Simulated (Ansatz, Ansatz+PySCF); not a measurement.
```yaml
atoms:
  - { symbol: O, position_ang: [0.0000, 0.0000, -0.4540] }
  - { symbol: O, position_ang: [0.0000, 1.1456, 0.2270] }
  - { symbol: O, position_ang: [0.0000, -1.1456, 0.2270] }
```

RHF-MP2 on singlet O3 was run in several spherical basis sets with Ansatz (development build ahead of 0.2.0). Frozen core: 3 orbitals. Caution for RHF-MP2: an unrestricted determinant lies well below; in another basis set an unrestricted determinant lies well below; large share of triples, a single reference is doubtful.

Problem. Rank the basis sets by the total energy that they give, lowest first, with the distance from the lowest.
A. def2-TZVP
B. cc-pVTZ
C. cc-pVDZ
D. 6-31G(d)
E. def2-SVP

Solution. A (0.00 eV), B (0.23 eV), C (6.15 eV), D (7.21 eV), E (11.90 eV).

Totals follow the description of the cores as much as that of the bonds, so this order isn't one of quality for chemistry.
